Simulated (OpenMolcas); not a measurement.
# NS (Mononitrogen monosulfide), step by step

Wanted: the energy (ROHF/ANO-R0), then the energy (CASSCF(7,6)/ANO-R3), then the energy (CASPT2(7,6)/ANO-R3) of NS (Mononitrogen monosulfide). 

The results are computed with OpenMolcas 26.06.

**1. The molecule**

NS has 2 atoms, charge 0, and is taken as a doublet. SMILES: `[N]=S`. The shape is that of a PBE0-D4/def2-TZVP optimisation.

Bond lengths: N1–S2 1.486 Å.

**2. A single-point energy at ROHF/ANO-R0 (sfX2C) (run 1)**

Contents of struct.xyz:

```xyz
2

N      0.000000     0.000000    -0.011220
S      0.000000     0.000000     1.474400
```

Contents of step1.inp:

```
&gateway
coord = struct.xyz
basis = ANO-R0
group = NoSym
&seward
&scf
uhf
spin = 2
prorbitals = 0
&rasscf
fileorb = $Project.UnaOrb
spin = 2
nactel = 1 0 0
inactive = 11
ras2 = 1
outorbitals = Canonical
orblisting = Nothing
```

Command:

```bash
$ export MOLCAS_MEM=1860
$ pymolcas step1.inp > step1.log
```

The program printed:

```text
--- Start Module: gateway ---
[...]
--- Stop Module: gateway /rc=_RC_ALL_IS_WELL_ ---
[...]
      Basis functions           14
[...]
--- Start Module: scf ---
[...]
       Convergence after  30 Iterations
[...]
::    Total SCF energy                               -452.8899760319
[...]
      Total spin, S                                     0.6830047997
[...]
--- Stop Module: scf /rc=_RC_ALL_IS_WELL_ ---
[...]
--- Start Module: rasscf ---
[...]
      Number of active orbitals                  1
[...]
      Spin quantum number                      0.5
[...]
      Active orbitals                            1
[...]
      Number of CSFs                             1
[...]
      Number of root(s) required                 1
[...]
      Convergence after 12 iterations
[...]
      printout of CI-coefficients larger than  0.05 for root  1
      energy=    -452.877857
      conf/sym  1     Coeff  Weight
             1  u   1.00000 1.00000
      Natural orbitals and occupation numbers for root  1
      sym 1:   1.000000
      ************************************************************************************************************************
      *                                                    Final results                                                     *
[...]
::    RASSCF root number  1 Total energy:   -452.87785735
[...]
      Total electronic charge=   23.000000
      Total            charge=   -0.000000
[...]
      Dipole Moment (debye):
      Origin of the operator (angstrom)=    0.0000    0.0000    1.0219
                   X=  3.2634E-13               Y= -1.7961E-13               Z=  8.3679E-02           Total=  8.3679E-02
      Quadrupole Moment (debye*angstrom):
[...]
--- Stop Module: rasscf /rc=_RC_ALL_IS_WELL_ ---
[...]
```

Wall time 7.8 s (1 thread of AMD EPYC 7R43 (Zen 3), shared host); peak memory 0.37 GiB.

**3. A single-point energy at CASSCF(7,6)/ANO-R3 (sfX2C, RICD fitting) (run 2)**

struct.xyz is that of step 2.

Contents of step2.inp:

```
&GATEWAY
  Coord = struct.xyz
  Basis = ANO-R0
  Group = NoSym

&SEWARD

&RASSCF
  FileOrb = $CurrDir/step1.RasOrb
  Spin = 2
  Nactel = 7 0 0
  Inactive = 8
  Ras2 = 6
  OrbListing = Nothing
>>> COPY $Project.RunFile RUNFIL1
>>> COPY $Project.RasOrb INPORB

&GATEWAY
  Coord = struct.xyz
  Basis = ANO-R3
  Group = NoSym
  RICD

&SEWARD
>>> COPY $Project.RunFile RUNFIL2

&EXPBAS

&RASSCF
  FileOrb = $Project.ExpOrb
  Spin = 2
  Nactel = 7 0 0
  Inactive = 8
  Ras2 = 6
  OrbListing = Nothing
  OrbAppear = Compact
```

Command:

```bash
$ export MOLCAS_MEM=1860
$ pymolcas step2.inp > step2.log
```

The program printed:

```text
--- Start Module: gateway ---
[...]
--- Stop Module: gateway /rc=_RC_ALL_IS_WELL_ ---
[...]
      Basis functions           14
[...]
      Number of active orbitals                  6
[...]
      Spin quantum number                      0.5
[...]
      Active orbitals                            6
[...]
      Number of CSFs                           210
[...]
      Number of root(s) required                 1
[...]
      Convergence after 10 iterations
[...]
      printout of CI-coefficients larger than  0.05 for root  1
      energy=    -452.978207
      conf/sym  111111     Coeff  Weight
             1  222u00   0.95589 0.91373
             5  22udu0   0.07285 0.00531
            32  220u20   0.17865 0.03192
            39  2ud2u0  -0.09630 0.00927
            52  u2duud  -0.07417 0.00550
            65  ud220u   0.05133 0.00263
[...]
      Natural orbitals and occupation numbers for root  1
      sym 1:   1.966150   1.971056   1.891798   1.026126   0.110422   0.034448
      ************************************************************************************************************************
      *                                                    Final results                                                     *
[...]
::    RASSCF root number  1 Total energy:   -452.97820750
[...]
      Basis functions          104
[...]
--- Start Module: expbas ---
[...]
--- Stop Module: expbas /rc=_RC_ALL_IS_WELL_ ---
--- Start Module: rasscf ---
[...]
      Convergence after 14 iterations
[...]
      Natural orbitals and occupation numbers for root  1
      sym 1:   1.970458   1.909711   1.971640   0.091452   1.026508   0.030232
      ************************************************************************************************************************
      *                                                    Final results                                                     *
[...]
::    RASSCF root number  1 Total energy:   -453.15064451
[...]
      Total electronic charge=   23.000000
      Total            charge=   -0.000000
[...]
      Dipole Moment (debye):
      Origin of the operator (angstrom)=    0.0000    0.0000    1.0219
                   X= -1.4257E-08               Y=  2.6800E-09               Z=  1.7882E+00           Total=  1.7882E+00
      Quadrupole Moment (debye*angstrom):
[...]
--- Stop Module: rasscf /rc=_RC_ALL_IS_WELL_ ---
[...]
```

Run time: 33 s. Hardware: 1 thread of AMD EPYC 7R43 (Zen 3), shared host; peak memory 0.36 GiB.

**4. The energy at CASPT2(7,6)/ANO-R3 (sfX2C, RICD fitting, ipea shift 0.25 Eh, pt2 variant SS) (run 3)**

struct.xyz is that of step 3.

Contents of step3.input:

```
&gateway
  coord=struct.xyz
  basis=ANO-R3
  group=NoSym
  ricd

&seward

&rasscf
  fileorb=$CurrDir/step2.RasOrb
  spin=2
  nactel=7 0 0
  inactive=8
  ras2=6
  orblisting=Nothing
  orbappear=Compact

&caspt2
  imaginary=0.2
```

Command:

```bash
$ export MOLCAS_MEM=1860
$ pymolcas step3.input > step3.log
```

The program printed:

```text
--- Start Module: gateway ---
[...]
--- Stop Module: gateway /rc=_RC_ALL_IS_WELL_ ---
[...]
      Basis functions          104
[...]
--- Start Module: rasscf ---
[...]
      Number of active orbitals                  6
[...]
      Spin quantum number                      0.5
[...]
      Active orbitals                            6
[...]
      Number of CSFs                           210
[...]
      Number of root(s) required                 1
[...]
      Convergence after  5 iterations
[...]
      printout of CI-coefficients larger than  0.05 for root  1
      energy=    -453.150645
      conf/sym  111111     Coeff  Weight
             2  2220u0   0.96287 0.92712
            40  2udu20   0.09949 0.00990
            55  2022u0  -0.16310 0.02660
            68  ud2uud  -0.06629 0.00439
            78  0220u2   0.06704 0.00449
            80  2uud20  -0.09454 0.00894
[...]
      Natural orbitals and occupation numbers for root  1
      sym 1:   1.970460   1.909714   1.971641   0.091449   1.026507   0.030230
      ************************************************************************************************************************
      *                                                    Final results                                                     *
[...]
::    RASSCF root number  1 Total energy:   -453.15064451
[...]
      Total electronic charge=   23.000000
      Total            charge=   -0.000000
[...]
      Dipole Moment (debye):
      Origin of the operator (angstrom)=    0.0000    0.0000    1.0219
                   X=  1.5692E-11               Y= -1.0921E-11               Z=  1.7883E+00           Total=  1.7883E+00
      Quadrupole Moment (debye*angstrom):
[...]
--- Stop Module: rasscf /rc=_RC_ALL_IS_WELL_ ---
[...]
--- Start Module: caspt2 ---
[...]
      E2 (Variational):          -0.2847100918
      Total energy:            -453.4353545969
[...]
      Reference weight:           0.91345
[...]
::    CASPT2 Root  1     Total energy:   -453.43535460
[...]
--- Stop Module: caspt2 /rc=_RC_ALL_IS_WELL_ ---
[...]
```

It took 27 s on 1 thread of AMD EPYC 7R43 (Zen 3), shared host; peak memory 0.16 GiB.

**5. What came out**

| quantity | value |
| --- | --- |
| run 1, ROHF/ANO-R0: total energy | -452.87786 Eh |
| run 1, ROHF/ANO-R0: dipole moment | 0.08 D |
| run 2, CASSCF(7,6)/ANO-R3: total energy | -453.15064 Eh |
| run 2, CASSCF(7,6)/ANO-R3: dipole moment (CASSCF density) | 1.79 D |
| run 3, CASPT2(7,6)/ANO-R3: total energy | -453.43535 Eh |
| run 3, CASPT2(7,6)/ANO-R3: dipole moment (CASSCF density) | 1.79 D |
